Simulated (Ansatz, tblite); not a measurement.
# The cluster K₃+: one state, many levels

One table from this session's results is given with a row withheld; the runs are named, their logs left out.

Computed with Ansatz 0.2.0, Gaussian basis. Level: as each input shows.

The runs, in order: GFN1-xTB, GFN2-xTB, PBE/def2-TZVP, r2SCAN/def2-TZVP, B3LYP/def2-TZVP, LC-ωPBE/def2-TZVP, BLYP/def2-TZVP, revPBE/def2-TZVP, CAM-B3LYP/def2-TZVP, PBE/def2-SVP, PBE0/def2-SVP, HF/STO-3G, HF/6-31G, B3LYP/6-31G, CCSD(T)/def2-TZVPP, MP2/def2-TZVP, RPA/def2-TZVP.

1 further run of the same task is left out (it didn't finish). Runs told in other sessions of the task aren't counted.

### The geometry

The singlet was relaxed beforehand with PBE/def2-TZVP. At that level it is the lowest of the isomers that a small search found.

3 atoms, charge 1, spin multiplicity 1.

Bond lengths: K1–K2 4.398 Å, K1–K3 4.399 Å, K2–K3 4.397 Å. Angles: K2–K1–K3 60.0°, K1–K2–K3 60.0°, K1–K3–K2 60.0°.

The ion is computed in the gas phase, without counter-ions or solvent.

PBE0/def2-TZVP was run before; its log isn't repeated, and its numbers join the tables.

The first run:

Tight binding, by tblite at 300 K electronic temperature and without a spin-polarisation term:

```python
tblite.interface.Calculator('GFN1-xTB', numbers, positions, charge=1, uhf=0).singlepoint()
```

Tight binding, by tblite at 300 K electronic temperature and without a spin-polarisation term:

```python
tblite.interface.Calculator('GFN2-xTB', numbers, positions, charge=1, uhf=0).singlepoint()
```

start.molden holds the orbitals of an earlier run on this state, given as this run's starting guess.

The input, in.yaml:

```yaml
crystal:
  periodic: [false, false, false]
  atoms:
    - {symbol: K, position_ang: [-0.086682, 0.851726, -2.391105]}
    - {symbol: K, position_ang: [-2.089652, -0.947787, 1.086207]}
    - {symbol: K, position_ang: [2.176335, 0.096051, 1.304898]}
basis:
  gaussian: {orbitals: def2-TZVP, initial_orbitals: start.molden}
total_charge: 1
hamiltonian: {xc: pbe}
scf: {omitted_lower_state_checks: [starts]}
output: {orbitals: {seedname: orbitals}}
```

Command:

```
> ansatz run in.yaml --threads 4 --pin off --events-out ev --progress --plain --max-ram 3916MiB
```

Among the steps run: PBE/def2-TZVP; r2SCAN/def2-TZVP; B3LYP/def2-TZVP; LC-ωPBE/def2-TZVP; BLYP/def2-TZVP; revPBE/def2-TZVP; CAM-B3LYP/def2-TZVP; PBE/def2-SVP; PBE0/def2-SVP; HF/STO-3G; HF/6-31G; B3LYP/6-31G; CCSD(T)/def2-TZVPP; MP2/def2-TZVP; RPA/def2-TZVP.

One table of the session follows, with a row left open; its other results are not shown here.

| level | HOMO (eV) | LUMO (eV) | gap (eV) |
| --- | --- | --- | --- |
| HF/STO-3G | -4.98 | 0.61 | 5.60 |
| HF/6-31G | -7.03 | -2.61 | 4.41 |
| PBE/def2-SVP | -6.04 | -4.72 | 1.32 |
| PBE/def2-TZVP | -6.00 | -4.70 | 1.30 |
| revPBE/def2-TZVP | -5.91 | -4.61 | 1.30 |
| BLYP/def2-TZVP | -5.91 | -4.68 | 1.23 |
| r2SCAN/def2-TZVP | -5.81 | -4.33 | 1.48 |
| B3LYP/6-31G | -6.36 | -4.41 | 1.96 |
| B3LYP/def2-TZVP | -6.34 | -4.41 | 1.93 |
| PBE0/def2-SVP | ? | ? | ? |
| PBE0/def2-TZVP | -6.36 | -4.19 | 2.17 |
| CAM-B3LYP/def2-TZVP | -7.05 | -3.63 | 3.42 |
| LC-ωPBE/def2-TZVP | -7.58 | -2.82 | 4.76 |

**Question.** Estimate the row for PBE0/def2-SVP.

As computed: HOMO (eV): -6.40; LUMO (eV): -4.21; gap (eV): 2.18. In the column «HOMO (eV)» it lies between HF/6-31G (-7.03) and B3LYP/6-31G (-6.36).
